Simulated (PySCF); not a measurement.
Species: `CCSSC`. The columns A, B, C and D hold Mulliken, IAO, Hirshfeld and ESP-fitted charges (e) of one PBE0/pcSseg-1 density (PySCF), in a shuffled order. Coordinates in Å (GFN2-xTB); the density's dipole moment is (0.32, -1.30, -1.71) D.

```json
{"atom": "C1", "x": "-2.023", "y": "0.266", "z": "-0.531", "A": "-0.062", "B": "-0.423", "C": "-0.128", "D": "-0.267"}
{"atom": "C2", "x": "-1.100", "y": "-0.791", "z": "0.036", "A": "-0.072", "B": "-0.333", "C": "-0.073", "D": "-0.367"}
{"atom": "S3", "x": "-0.115", "y": "-0.155", "z": "1.450", "A": "-0.165", "B": "+0.009", "C": "-0.007", "D": "-0.052"}
{"atom": "S4", "x": "1.058", "y": "1.249", "z": "0.580", "A": "-0.077", "B": "+0.025", "C": "+0.003", "D": "-0.082"}
{"atom": "C5", "x": "2.534", "y": "0.285", "z": "0.105", "A": "-0.406", "B": "-0.510", "C": "-0.128", "D": "-0.374"}
{"atom": "H6", "x": "-1.447", "y": "1.120", "z": "-0.886", "A": "+0.029", "B": "+0.150", "C": "+0.029", "D": "+0.136"}
{"atom": "H7", "x": "-2.591", "y": "-0.142", "z": "-1.364", "A": "+0.020", "B": "+0.145", "C": "+0.044", "D": "+0.119"}
{"atom": "H8", "x": "-2.716", "y": "0.611", "z": "0.232", "A": "+0.046", "B": "+0.148", "C": "+0.038", "D": "+0.123"}
{"atom": "H9", "x": "-0.401", "y": "-1.163", "z": "-0.714", "A": "+0.086", "B": "+0.145", "C": "+0.038", "D": "+0.152"}
{"atom": "H10", "x": "-1.655", "y": "-1.629", "z": "0.456", "A": "+0.109", "B": "+0.158", "C": "+0.047", "D": "+0.156"}
{"atom": "H11", "x": "3.244", "y": "0.997", "z": "-0.301", "A": "+0.190", "B": "+0.167", "C": "+0.052", "D": "+0.150"}
{"atom": "H12", "x": "2.266", "y": "-0.448", "z": "-0.650", "A": "+0.150", "B": "+0.154", "C": "+0.042", "D": "+0.147"}
{"atom": "H13", "x": "2.943", "y": "-0.199", "z": "0.985", "A": "+0.151", "B": "+0.163", "C": "+0.043", "D": "+0.157"}
```

Question: Which column most likely holds the ESP-fitted charges?

Answer: A. Σ q r misses the density's dipole by 0.05 D (A), 0.63 D (D), 1.42 D (B), 1.85 D (C). Charges fitted to the outside potential are the only set here that is tied to the molecule's multipoles.

Question: And the Hirshfeld charges?

Answer: C. The mean sizes are 0.052 e (C), 0.120 e (A), 0.176 e (D), 0.195 e (B), and Hirshfeld charges are commonly the smallest of these schemes.

As computed, A = ESP-fitted, B = IAO, C = Hirshfeld, D = Mulliken. Hydrogens on carbon: ESP-fitted +0.02 to +0.19, IAO +0.14 to +0.17, Hirshfeld +0.03 to +0.05, Mulliken +0.12 to +0.16 e.

The IAO scheme projects the occupied orbitals on a minimal set of polarised atomic orbitals and counts the electrons in each atom's part of it. The Mulliken scheme gives each basis function's population to the atom it is centred on and halves the overlap population of two atoms between them.

Geometry: GFN2-xTB, one conformer, isolated molecule.

The values belong to the conformer `[CH3:1][CH2:2][S:3][S:4][CH3:5]`: C1–C2–S3–S4 -66°, C2–S3–S4–C5 -90°.
